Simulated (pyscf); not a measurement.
A first-order saddle from PySCF, ωB97X-D3(BJ)/def2-SVP:

```xyz
16

C     -0.6674    -0.4635    -0.0599
C     -0.1431    -1.0041    -1.6947
C     -0.2956     0.3880    -1.2354
H     -1.6590    -0.9165    -0.0120
H      0.1173    -0.9038     0.5589
H     -0.9290    -1.4701    -2.2941
H      0.8500    -1.4586    -1.7325
H     -1.1162     0.9806    -1.6584
H      0.6186     0.9803    -1.1113
C      0.0307     1.7069     1.7516
C     -1.1667     0.8438     1.4591
H      0.9166     1.0977     2.0022
H     -0.1446     2.3856     2.6075
H      0.2943     2.3416     0.8897
H     -2.0365     1.3683     1.0401
H     -1.4508     0.1472     2.2602
```
Charge 0, spin multiplicity 2.

Surface: doublet, charge 0. Lowest wavenumbers (cm⁻¹): 1154i, 62, 145, 188, 239.

Problem. Name the species on either side of this saddle.

Solution. C₃H₆ (SMILES C1CC1) + •H₂C–CH₃ (SMILES [CH2]C) ⇌ •H₂C–CH₂–CH₂–CH₂–CH₃ (SMILES [CH2]CCCC), a ring opening by addition read from left to right: C–C broken and C–C formed. At ωB97M-D3(BJ)/def2-TZVP it lies +1.20 eV from the left side and +2.46 eV from the right (each side as separated species at their lowest minima found). From the product side, H₂C=CH–CH₂–CH₂–CH₃ + H• lies, by one bond made or cut, 0.85 eV under this saddle at ωB97M-D3(BJ). cyclopropane lies 0.28 eV over its isomer H₂C=CH–CH₃, and others may lie lower still (electronic energy, ωB97M-D3(BJ)). •H₂C–CH₂–CH₂–CH₂–CH₃ lies 0.29 eV over its isomer H₃C–CH₂–C•(CH₃)–CH₃, and others may lie lower still (electronic energy, ωB97M-D3(BJ)). One saddle was located; it need not be the lowest between these sides.
